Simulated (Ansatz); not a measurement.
Process, species as SMILES: C#CC → C1=CC1
B3LYP-D3(BJ)/def2-TZVP geometries, fixed; electronic energies without zero-point terms.
Largest species:
```xyz
7

C     -0.0011    -0.0004     0.2181
C     -0.0068    -0.0029     1.4176
C      0.0060     0.0025    -1.2360
H     -0.0119    -0.0051     2.4795
H      0.0152     1.0232    -1.6237
H      0.8874    -0.5130    -1.6226
H     -0.8790    -0.5002    -1.6311
```
Charge 0, spin multiplicity 1.

Effect of the final integration grid (spheres per factor e of radius in core and valence, angular degree) at PBE/aug-cc-pVTZ with Ansatz (a program for electronic structure), against the last row, where the isomerisation energy is 19.42 kcal/mol. The default's grid is 13, 11, 36.

| setting | largest shift of a total energy (mEh) | shift of the isomerisation energy (kcal/mol) |
|---|---|---|
| accuracy: medium (default) | 0.000 | 0.000 |
| final_grid: 4, 3, 11 | 4.150 | -1.302 |
| final_grid: 6, 5, 17 | 0.228 | 0.181 |
| final_grid: 8, 7, 23 | -0.012 | -0.006 |
| final_grid: 10, 9, 29 | 0.005 | 0.004 |
| final_grid: 18, 15, 47 | 0.000 | 0.000 |
| final_grid: 26, 22, 59 | 0.000 | 0.000 |

Within 0.02 kcal/mol in the isomerisation energy: accuracy: medium (default); final_grid: 8, 7, 23; final_grid: 10, 9, 29; final_grid: 18, 15, 47. The largest shift is 4.150 mEh in a total energy and 1.302 kcal/mol in the difference.
